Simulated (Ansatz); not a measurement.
Input file:

```yaml
crystal:
  periodic: [false, false, false]
  atoms:
    - {symbol: S, position_ang: [0.000000, -0.039150, -0.036334]}
    - {symbol: H, position_ang: [0.000000, 1.318330, -0.036334]}
    - {symbol: H, position_ang: [0.000000, -0.035648, 2.748664]}
    - {symbol: H, position_ang: [0.000000, -0.037239, -1.556461]}
basis:
  gaussian: {orbitals: "6-31++G**"}
total_charge: 1
magnetization: {spin_polarized: false, initial_magnetization: 2}
correlation: {method: mp2, electrons: valence}
output: {forces: true}
```

```sh
$ ansatz run in.yaml --threads 1 --pin off --events-out ev --progress --plain --max-ram 2393MiB
```

Task: Roughly how long does this take on 1 thread of Arm Neoverse V1, shared host, and how much host memory?

Result: 0.42 s wall and 0.08 GiB.

```
366 factors; integrals over basis functions are off by at most 1.4e-3 eV
mean field evaluation 1: about -10851.1195 eV, gradient 1.1e1 eV
mean field evaluation 2: about -10851.1471 eV, gradient 1.1e1 eV
mean field evaluation 4: about -10852.2914 eV, gradient 1.0e0 eV
mean field evaluation 8: about -10852.3010 eV, gradient 1.6e-1 eV
mean field -10852.30146109 eV, -398.8147227409 hartree, gradient 2.0e-6 eV, S^2 2.000000; 0 other end points of the search recorded, 0 dependent functions left out
mean field evaluation 16: about -10851.2153 eV, gradient 9.6e0 eV
5 core orbitals not correlated: weight in the atoms' cores, before any rotation towards them, 1.000 or more for the frozen orbitals, at most 0.000 for the correlated occupied ones
reference -10852.30146109 eV, -398.8147227409 hartree; 5, 3 occupied and 31, 33 virtual orbitals, 366 factors
second order -3.14163620 eV of doubles, -0.08254365 eV of singles
the calculation of the forces begins
Total energy: -10855.52564094 eV, -398.9332091649 hartree
Atom 0 at     0.000000    -0.039150    -0.036334 Å, force    -0.000000     0.473085    -3.368704 eV/Å
Atom 1 at     0.000000     1.318330    -0.036334 Å, force     0.000000    -0.305270     0.214653 eV/Å
Atom 2 at     0.000000    -0.035648     2.748664 Å, force     0.000000     0.009880     0.137127 eV/Å
Atom 3 at     0.000000    -0.037239    -1.556461 Å, force    -0.000000    -0.177695     3.016925 eV/Å
Dipole moment:     0.000000     0.243807    -0.384020 e Å
```

Forces (eV/Å):
```
S    0.000  0.473 -3.369
H    0.000 -0.305  0.215
H    0.000  0.010  0.137
H    0.000 -0.178  3.017
```
